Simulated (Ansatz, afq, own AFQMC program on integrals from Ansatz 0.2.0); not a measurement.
# PN, singlet → PN⁺, doublet

```xyz
2

N     0.0000    0.0000    0.0000
P     0.0000    0.0000    1.4794
```

E(doublet, charge +1) − E(singlet, charge +0) at this geometry, on UHF and UHF determinants.

Basis 6-31G. Only valence electrons are correlated. AFQMC by an in-house program on the Cholesky factors that Ansatz 0.2.0 writes for its CCSD(T) run. ph-AFQMC/CISD is guided by a CISD state made of CCSD amplitudes; releasing the constraint for a short imaginary time cuts its bias at the price of noise, slowly where states lie close. Uncertainties: one standard error, sampling alone. The errors of all members are added in quadrature.

Full CI on the same integrals is exact in this basis and with this determinant's frozen core.

Errors are counted within 6-31G, not against nature.

Cautions: PN (singlet): strong correlation (T1 0.116, weight of the determinant 0.65, largest double 0.17), unrestricted determinant spin contaminated (⟨S²⟩ 0.77 against 0.00), its ph-AFQMC/CISD value lies 39 ± 16 meV above full CI; PN⁺ (doublet): strong correlation (T1 0.110, weight of the determinant 0.69, largest double 0.15), unrestricted determinant spin contaminated (⟨S²⟩ 1.58 against 0.75), CCSD(T) is in doubt: in a space of 9 electrons in 8 natural orbitals full CI lies 96 meV below it, its ph-AFQMC/CISD value lies 98 ± 17 meV above full CI.

```tsv
level	vertical ionization energy (kJ/mol)
CCSD	1069.2
MP2	1075.3
```

Q: From these cheaper values, estimate the vertical ionization energy at the reference level in 6-31G.

A: 1064.6 kJ/mol (full CI in 6-31G).

```csv
level,vertical ionization energy (kJ/mol),error against FCI (kJ/mol)
HF,1005.3,-59.3
CCSD(T),1068.8,4.2
CCSDT,1064.3,-0.3
CCSDT(Q),1064.7,0.1
CCSDTQ,1064.8,0.2
ph-AFQMC/CISD,1070.2 ± 2.2,5.7 ± 2.2
released AFQMC,1066.6 ± 2.4,2.0 ± 2.4
```

Correlation beyond CCSD(T) takes off 4.2 kJ/mol. The perturbative (T) step is worth −0.5 kJ/mol. Where the cautions show a poor determinant, the low rows tell how each method copes with it, not its usual error.

CCSDT and higher add their correlation energy to the determinant of the CCSD(T) run, since their own runs factorise the integrals more tightly (a shift of under 2 meV). A walk keeps the symmetry of its determinant, which the program's search chose and which needn't be the lowest solution, so a lower state of the same spin and another symmetry isn't excluded. Released energies are given only where the last usable release times agree within the noise; a slower fall can still hide under it.
